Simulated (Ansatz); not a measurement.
A run of Ansatz (development build ahead of 0.2.0) on singlet CH2F2 at this shape:

```tsv
atom	x (Å)	y (Å)	z (Å)
C	0.4910	0.0000	0.0000
H	1.1116	0.6461	0.6461
H	1.1116	-0.6461	-0.6461
F	-0.2872	0.7749	-0.7749
F	-0.2872	-0.7749	0.7749
```

Its results:

```yaml
Converged: yes
Reference_energy: -238.00775 hartree
Correlation_energy: -0.66323 hartree
Total_energy: -238.67098 hartree
Spin_squared_of_the_determinant: 0.000
```

Task: Which input gives this output? Name the method, the orbitals and the basis set, and write the input.

Result: RHF-MP2 in def2-TZVP. An unrestricted run that stays on the closed shell gives the same numbers.

```yaml
crystal:
  periodic: [false, false, false]
  atoms:
    - { symbol: C, position_ang: [0.49102, 0.0, 0.0] }
    - { symbol: H, position_ang: [1.11158, 0.64605, 0.64605] }
    - { symbol: H, position_ang: [1.11158, -0.64605, -0.64605] }
    - { symbol: F, position_ang: [-0.28718, 0.77492, -0.77492] }
    - { symbol: F, position_ang: [-0.28718, -0.77492, 0.77492] }
basis:
  gaussian: { orbitals: def2-TZVP }
hamiltonian:
  xc: hf
correlation:
  method: mp2
  frozen_orbitals: { C: 1, F: 1, H: 0 }
```
